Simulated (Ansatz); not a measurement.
`C=C=C(C)F` + CH₃NH₂ → `C=C=C(F)CN` + CH₄  (formal exchange of groups at a C–C bond)

Gas-phase electronic energies from Ansatz, PBE0-D4/def2-TZVP geometries. CCSD(T)/CBS adds triple-zeta CCSD(T) − MP2 to the extrapolated MP2 energy (def2 sets, frozen cores). This one scheme is used for every species. Functionals use def2-TZVPP. B3LYP here is the variant with VWN-RPA as its local correlation; programs differ in this. Each species was taken in one conformer, which may not be the lowest.

`C=C=C(C)F`:

Cartesian coordinates in Å:
```
C 0.395 2.075 -0.142
C -0.085 0.870 -0.216
C -0.537 -0.350 -0.270
C 0.066 -1.562 0.334
F -1.684 -0.611 -0.939
H 1.087 2.458 -0.888
H 0.117 2.749 0.664
H -0.634 -2.021 1.039
H 0.984 -1.308 0.861
H 0.292 -2.299 -0.442
```

CH₃NH₂:

Z-matrix (Å, degrees):
```
C
N 1 1.453
H 1 1.092 2 109.4
H 1 1.100 2 115.4 3 -121.6
H 1 1.092 2 109.4 3 116.8
H 2 1.012 1 110.6 3 62.6
H 2 1.012 1 110.6 3 -179.3
```

`C=C=C(F)CN`:

```xyz
12

C    -1.485   -2.039    0.336
C    -0.948   -0.864    0.469
C    -0.371    0.299    0.587
F    -1.002    1.308    1.215
C     0.986    0.651    0.079
N     0.904    1.666   -0.957
H    -2.105   -2.287   -0.521
H    -1.343   -2.816    1.083
H     1.558    1.066    0.916
H     1.478   -0.284   -0.222
H     0.505    1.279   -1.803
H     1.823    2.021   -1.182
```

CH₄:

Z-matrix (Å, degrees):
```
C
H 1 1.090
H 1 1.090 2 109.5
H 1 1.090 2 109.5 3 -120.0
H 1 1.090 2 109.5 3 120.0
```

```
             level  ΔE (kJ/mol)  difference from CCSD(T)/CBS
         r2SCAN-D4         -7.8                         -0.7
          B3LYP-D4         -6.9                          0.2
           ωB97X-V         -6.7                          0.4
           ωB97M-V         -7.5                         -0.4
               PBE         -4.8                          2.3
              PBE0         -4.5                          2.6
             B3LYP         -3.6                          3.5
   CCSD/def2-TZVPP         -6.5                          0.6
CCSD(T)/def2-TZVPP         -7.9                         -0.8
     HF/def2-QZVPP         -2.4                          4.7
       CCSD(T)/CBS         -7.1                            0
```

Largest T1 diagnostic among the species: 0.012.

In def2-TZVPP, CCSD(T) changes the Hartree–Fock value by −5.1 kJ/mol (the triples alone add −1.3 kJ/mol) and MP2 by −6.2 kJ/mol. The D4 term adds −3.3 kJ/mol with B3LYP and −2.0 kJ/mol with PBE0; it sums over pairs of atoms, weighted by their polarisabilities, and B3LYP, whose exchange is more repulsive, gets the larger term.
